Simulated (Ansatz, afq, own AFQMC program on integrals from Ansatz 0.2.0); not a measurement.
## N, quartet: AFQMC among the cluster methods

A free N atom.

Basis cc-pVQZ. Only valence electrons are correlated. AFQMC by an in-house program on the Cholesky factors that Ansatz 0.2.0 writes for its CCSD(T) run. ph-AFQMC/CISD is guided by a CISD state made of CCSD amplitudes; releasing the constraint for a short imaginary time cuts its bias at the price of noise, slowly where states lie close. Uncertainties: one standard error, sampling alone.

Determinant: UHF, the one that the program's search chose, which needn't be the lowest solution.

Full CI is exact in this basis; its frozen core comes from its own orbitals, which moves totals by up to a few meV.

Cautions: full CI with its own frozen core.

```
T1 diagnostic                               : 0.0064
weight of the determinant in the CISD state : 0.964
⟨S²⟩ of the determinant                     : 3.757
size of the correlated space                : 5 electrons in 54 orbitals
```

| level | correlation energy (eV) |
| --- | --- |
| MP2 | -2.8267 |
| CCSD | -3.2190 |
| CCSD(T) | -3.2955 |

Problem. Estimate where phaseless AFQMC with a CISD trial lies against CCSD(T) on the same integrals.

Solution. 0.8 ± 0.08 kJ/mol below CCSD(T).

Reference: full CI, correlation energy -3.301 eV. The released energy is read at 1.50 1/Eh (meV from the phaseless value at times in 1/Eh: -1.4 ± 0.7 at 0.24, -1.8 ± 0.6 at 0.50, -2.6 ± 0.6 at 1.00, -2.5 ± 0.5 at 1.50).

```tsv
level	E − E(reference) (kJ/mol)	share of correlation (%)
CCSD(T)	0.5	99.84
CCSDT	-0.4	100.12
CCSDT(Q)	-0.5	100.16
ph-AFQMC/HF	-1.0 ± 1.3	100.33
ph-AFQMC/CISD	-0.3 ± 0.08	100.10
released AFQMC	-0.6 ± 0.05	100.17
```

CCSDT and higher add their correlation energy to the determinant of the CCSD(T) run, since their own runs factorise the integrals more tightly (a shift of under 2 meV). A walk keeps the symmetry of its determinant, which the program's search chose and which needn't be the lowest solution, so a lower state of the same spin and another symmetry isn't excluded. Released energies are given only where the last usable release times agree within the noise; a slower fall can still hide under it.
